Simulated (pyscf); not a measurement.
Optimised with ωB97X-D3(BJ)/def2-SVP in PySCF.

Q: PBE/def2-TZVP puts the barrier of H₂N–GeH₃ + H₂B–F → H₂B–NH–GeH₃ + hydrogen fluoride (HF) (four-centre exchange; singlet surface; H–N, B–F broken, B–N, F–H formed) at 5.3 kcal/mol and the reaction energy at -0.3 kcal/mol, from the separated reactants. What do r²SCAN/def2-TZVP, PBE0-D3(BJ)/def2-TZVP, ωB97M-D3(BJ)/def2-TZVP give on the same structures?

A: r²SCAN: ΔE‡ = 6.8 kcal/mol, ΔE = +0.5 kcal/mol; PBE0-D3(BJ): ΔE‡ = 6.2 kcal/mol, ΔE = -1.1 kcal/mol; ωB97M-D3(BJ): ΔE‡ = 9.1 kcal/mol, ΔE = 0.0 kcal/mol. PBE's barrier lies under all of them, by 0.9 to 3.8 kcal/mol. Its reaction energy lies among theirs. On the reactant side the descent ends in an adduct with a B–N contact (not fully relaxed), 24.8 kcal/mol under the separated species and 33.5 kcal/mol under the saddle at ωB97X-D3(BJ)/def2-TZVP. On the product side the descent ends in a complex, 5.5 kcal/mol under the separated species and 14.5 kcal/mol under the saddle at ωB97X-D3(BJ)/def2-TZVP. What is counted as formed (B–N) is already present as a longer contact in the reactant adduct; forming that adduct is a step of its own. One saddle was located; it need not be the lowest between these sides. Elements up to Kr have no core potential and no relativistic terms here.
